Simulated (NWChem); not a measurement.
# Basis-set convergence for disilane (H6Si2)

```xyz
8

Si     1.1770     0.0521     0.0000
Si    -1.1770    -0.0521     0.0000
H      1.6628     0.7747     1.2130
H      1.6628     0.7747    -1.2130
H      1.7559    -1.3242     0.0000
H     -1.6628    -0.7747     1.2130
H     -1.6628    -0.7747    -1.2130
H     -1.7559     1.3242     0.0000
```
Charge 0, spin multiplicity 1.

The numbers come from NWChem runs, not from measurements. The geometry was optimised at B3LYP/def2-SVP, a minimum by its harmonic frequencies.

Quantity: LUMO energy at the level PBE0.

The Pople sets run with spherical d functions.

```csv
basis,functions,LUMO energy (eV)
3-21G,38,0.81
cc-pVDZ,66,0.57
pcseg-1,66,0.43
def2-SVP,66,0.49
def2-SVPD,96,(withheld)
6-311++G**,102,-0.05
aug-pcseg-1,108,-0.12
def2-TZVP,110,0.29
pcseg-2,152,(withheld)
aug-cc-pVTZ,238,(withheld)
```

Problem. Complete the blanks.

Solution. 
- def2-SVPD, LUMO energy (eV): 0.32
- pcseg-2, LUMO energy (eV): 0.27
- aug-cc-pVTZ, LUMO energy (eV): -0.15
